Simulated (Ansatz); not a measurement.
Basis-set extrapolation for C2H2FNS, SMILES `FC1=NCS1` (PBE0-D4/def2-TZVP geometry, frozen core, Ansatz 0.2.0). Multiplicity 1, RHF reference.

|  | def2-TZVPP | def2-QZVPP |
| --- | --- | --- |
| HF | -628.372109 | -628.393403 |
| MP2 correlation | -0.932678 | -1.006024 |
| CCSD(T) correlation | -0.996614 | not run |

Energies in hartree. Use E(X) = E(∞) + A·exp(−7.88·√X) for Hartree–Fock and E(X) = E(∞) + B·X^(−2.97) for correlation, with X = 3 and 4, and add CCSD(T) minus MP2 of the smaller set to the MP2 limit.

What is the CCSD(T) energy at the basis-set limit?

HF limit: -628.393403 + (-0.021294) × 0.13774 = -628.39634. MP2 limit: -1.006024 + (-0.073346) × 0.74074 = -1.06035. Higher-order term: -0.996614 − (-0.932678) = -0.06394. Total: -629.52063 hartree, 95.3 kcal/mol below CCSD(T)/def2-TZVPP.
